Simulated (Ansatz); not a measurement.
Write a Python script for the Python package of Ansatz (0.2.0) that makes a geometry optimisation of C5H5N, SMILES N#CCC1C=C1. Level of theory: r2SCAN, cc-pVDZ basis, multiplicity 1, D3BJ dispersion.

```yaml
atoms:
  - { symbol: N, position_ang: [-2.9945, -0.5079, 0.0278] }
  - { symbol: C, position_ang: [-1.9797, 0.0562, 0.0140] }
  - { symbol: C, position_ang: [-0.7045, 0.7842, -0.0091] }
  - { symbol: C, position_ang: [0.3183, -0.2319, -0.4044] }
  - { symbol: C, position_ang: [1.7028, -0.0246, -0.0841] }
  - { symbol: C, position_ang: [1.0771, -0.9609, 0.5689] }
  - { symbol: H, position_ang: [-0.7386, 1.5905, -0.7496] }
  - { symbol: H, position_ang: [-0.5000, 1.2323, 0.9702] }
  - { symbol: H, position_ang: [0.1243, -0.7132, -1.3556] }
  - { symbol: H, position_ang: [2.5997, 0.5120, -0.2728] }
  - { symbol: H, position_ang: [1.0951, -1.7365, 1.2947] }
```

`run_opt.py`:
```python
"""Relax the C5H5N molecule."""

import ansatz as az
from ase import Atoms
import numpy as np

BASIS = "cc-pVDZ"
XC = "r2SCAN"
DISPERSION = "d3bj"

atoms = Atoms(["N", "C", "C", "C", "C", "C", "H", "H", "H", "H", "H"], positions=[
    (-2.9945, -0.5079, 0.0278),
    (-1.9797, 0.0562, 0.014),
    (-0.7045, 0.7842, -0.0091),
    (0.3183, -0.2319, -0.4044),
    (1.7028, -0.0246, -0.0841),
    (1.0771, -0.9609, 0.5689),
    (-0.7386, 1.5905, -0.7496),
    (-0.5, 1.2323, 0.9702),
    (0.1243, -0.7132, -1.3556),
    (2.5997, 0.512, -0.2728),
    (1.0951, -1.7365, 1.2947),
])
mol = az.Crystal.molecule_from_ase(atoms)

calculation = (
    mol.calculation()
    .basis(gaussian=BASIS)
    .functional(XC, dispersion=DISPERSION)
)
symbols = [site.symbol for site in mol.cartesian_sites]
start = np.array([site.position_ang for site in mol.cartesian_sites], dtype=float)
r = calculation.relax(force_tolerance=0.005, max_steps=100).run(threads=1, pin="off").report
end = np.array(r["positions_ang"])

for key in ("converged", "free_energy_ev", "reference_energy_ev", "n_frozen", "n_occupied", "n_virtual"):
    print(f"{key:22s} {r[key]}")

print("final positions (A) and the move of each atom")
for symbol, xyz, old in zip(symbols, end, start):
    print(f"{symbol:2s} {xyz[0]:10.5f} {xyz[1]:10.5f} {xyz[2]:10.5f}   {np.linalg.norm(xyz - old):7.4f}")
```

```console
$ python run_opt.py
DeckWarning: the engine holds no damping parameters fitted to this dispersion correction and functional, so the run takes those fitted to r2scan beside the three-body term, which d3bj leaves out (hamiltonian.dispersion, under Limitations)
converged              True
free_energy_ev         -6749.713423531752
reference_energy_ev    -6749.646828759976
n_frozen               0
n_occupied             [21, 21]
n_virtual              [88, 88]
final positions (A) and the move of each atom
N    -3.05178   -0.46896    0.19778    0.1835
C    -2.03834    0.09715    0.07991    0.0973
C    -0.74651    0.76149   -0.07808    0.0839
C     0.35706   -0.22330   -0.48000    0.0854
C     1.77205   -0.02412   -0.00495    0.1052
C     1.11637   -0.99884    0.56166    0.0551
H    -0.85559    1.55509   -0.83839    0.1511
H    -0.48467    1.25450    0.87342    0.1005
H     0.17174   -0.68657   -1.46291    0.1203
H     2.68351    0.55861   -0.11575    0.1840
H     1.07618   -1.82486    1.26731    0.0944
```
(Warnings from the package without file and line.)

Reading the output:
- Total energies depend on the basis set; only differences at equal settings carry meaning.
- The end point is the stationary point reached from this start; no frequency run checks that it is a minimum, and the basis set is modest.
- Total less reference energy is the dispersion correction.
- A dispersion term here runs with damping parameters fitted for another variant or functional.
- The whole script took 79 s on 1 thread of Arm Neoverse V1, on a shared host, peak memory 0.24 GiB.
